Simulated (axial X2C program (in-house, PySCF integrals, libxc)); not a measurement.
**Outer orbitals of AlO at 1.632 Å, PBE0**

Calculated with an in-house all-electron X2C program for linear molecules (integrals from PySCF). Spin-free means the one-electron spin-free X2C Hamiltonian; two-component (2c) means X2C with spin–orbit coupling and atomic mean-field two-electron Coulomb and Gaunt terms, so the difference of the two also holds small scalar two-electron terms. Basis: Al dyall-v3z [8s8p2d1f], O dyall-av3z [7s6p3d2f] (cores contracted in-house); Gaussian nuclei, density fitting, unrestricted open shells. Masses: Al 26.982 u, O 15.995 u.

The distance is close to the 2c PBE0 minimum; the highest filled and lowest empty levels are listed.

Spin-free orbitals, state M_S = 1/2, Λ = 0 (beyond evenly filled blocks: σα) (Löwdin shares):

| symmetry | occupied | ε (eV) | atomic character |
| --- | --- | --- | --- |
| σα | yes | -25.03 | 75% O s, 9% Al p, 7% Al d |
| σβ | yes | -24.02 | 75% O s, 9% Al p, 7% Al d |
| σα | yes | -10.76 | 71% O p, 21% Al s, 4% O s |
| σβ | yes | -8.88 | 57% O p, 33% Al s, 5% O s |
| π+α | yes | -8.21 | 82% O p, 10% Al p, 4% Al d |
| π-α | yes | -8.21 | 82% O p, 10% Al p, 4% Al d |
| π+β | yes | -7.91 | 82% O p, 11% Al p, 5% Al d |
| π-β | yes | -7.91 | 82% O p, 11% Al p, 5% Al d |
| σα | yes | -7.85 | 40% Al s, 30% Al p, 24% O p |
| σβ | no | -4.35 | 34% O p, 32% Al s, 26% Al p |
| π+α | no | -1.60 | 72% Al p, 14% Al d, 9% O p |
| π-α | no | -1.60 | 72% Al p, 14% Al d, 9% O p |
| π+β | no | -0.94 | 74% Al p, 11% O p, 10% Al d |
| π-β | no | -0.94 | 74% Al p, 11% O p, 10% Al d |

Spinors with spin–orbit coupling (state Ω = 1/2):

```csv
ω,occupied,ε (eV),atomic character,λ mixture
1/2,yes,-25.03,"75% O s, 9% Al p, 7% Al d",100% σ
-1/2,yes,-24.02,"75% O s, 9% Al p, 7% Al d",100% σ
1/2,yes,-10.76,"71% O p, 21% Al s, 4% O s",100% σ
-1/2,yes,-8.88,"57% O p, 33% Al s, 5% O s",100% σ
-1/2,yes,-8.22,"82% O p, 10% Al p, 4% Al d",100% π
3/2,yes,-8.20,"82% O p, 10% Al p, 4% Al d",100% π
1/2,yes,-7.92,"81% O p, 11% Al p, 5% Al d",100% π
-3/2,yes,-7.90,"81% O p, 11% Al p, 5% Al d",100% π
1/2,yes,-7.85,"40% Al s, 30% Al p, 24% O p",100% σ
-1/2,no,-4.35,"34% O p, 32% Al s, 26% Al p",100% σ
-1/2,no,-1.61,"72% Al p, 14% Al d, 9% O p",100% π
3/2,no,-1.60,"72% Al p, 14% Al d, 9% O p",100% π
1/2,no,-0.95,"74% Al p, 11% O p, 10% Al d",100% π
-3/2,no,-0.94,"74% Al p, 11% O p, 10% Al d",100% π
```

Mulliken charges and populations of the two-component result (they depend on the basis, above all on diffuse functions):

Al 0.58 e (s 5.43 p 6.80 d 0.16 f 0.03), O -0.58 e (s 3.85 p 4.71 d 0.02). ⟨Lz⟩ = 0.00 ħ and ⟨Sz⟩ = 0.50 ħ (0.26 and 0.24 on the two atoms), which add up to Ω.

One determinant describes the state; a PBE0 search over occupations chose it and may have missed a lower one. Density functionals use the spin component along the axis (collinear).
